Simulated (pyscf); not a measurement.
Thermochemistry of product channels of H₃C–SiH: [singlet] + H• on the doublet surface, in kcal/mol, from ωB97M-D3(BJ)/def2-TZVP energies (ideal gas, 1 atm, RRHO with modes under 100 cm⁻¹ raised to 100, one conformer, R ln 2 for chiral ones without a mode under 150 cm⁻¹). Structures and frequencies: ωB97X-D3(BJ)/def2-SVP in PySCF.

```json
[
 {"products": "CH₃• + SiH₂ [singlet]", "ΔE": "-2.1", "ΔH(298 K)": "-2.1", "ΔG(900 K)": "-7.3", "ΔG(1200 K)": "-8.4"},
 {"products": "[H₂C=SiH]• + H₂", "ΔE": "-11.8", "ΔH(298 K)": "-12.4", "ΔG(900 K)": "-14.3", "ΔG(1200 K)": "-14.8"},
 {"products": "CH₂ [triplet] + SiH₃•", "ΔE": "+43.1", "ΔH(298 K)": "+41.3", "ΔG(900 K)": "+33.9", "ΔG(1200 K)": "+31.9"}
]
```

These are energies of the channels, which say nothing of barriers.
